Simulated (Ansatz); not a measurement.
Ansatz (a program for electronic structure) input (PBE0/def2-SVP):

Ansatz 0.2 input:
```yaml
crystal:
  periodic: [false, false, false]
  atoms:
    - {symbol: C, position_ang: [0.03744685, 0.00324337, 0.50825858]}
    - {symbol: F, position_ang: [-0.03836255, 1.09650981, -0.24435931]}
    - {symbol: F, position_ang: [-0.08494317, -1.09763667, -0.22692580]}
    - {symbol: H, position_ang: [0.88507040, -0.00931849, 1.19201449]}
basis:
  gaussian:
    orbitals: def2-SVP
hamiltonian:
  xc: {name: PBE0}
magnetization: {spin_polarized: true, initial_magnetization: 1}
```

Output:

```
Functional definition: PBE0
integrals: 0.01 GiB planned
458 factors; integrals over basis functions are off by at most 1.3e-3 eV
mean field: 0.14 GiB planned
mean field evaluation 1: about -6472.7003 eV, gradient 1.5e1 eV
mean field evaluation 2: about -6472.6837 eV, gradient 1.6e1 eV
mean field evaluation 4: about -6473.3832 eV, gradient 5.0e-1 eV
mean field evaluation 8: about -6473.5188 eV, gradient 3.4e-2 eV
mean field evaluation 16: about -6473.5188 eV, gradient 7.3e-5 eV
mean field -6473.51881378 eV, -237.8974284977 hartree, gradient 7.1e-5 eV, S^2 0.752145; 0 other end points of the search recorded, 0 dependent functions left out
reference -6473.51882508 eV, -237.8974289130 hartree; 13, 12 occupied and 34, 35 virtual orbitals, 458 factors
Total energy: -6473.51882508 eV, -237.8974289130 hartree
```

It need not be the lowest isomer of its formula.
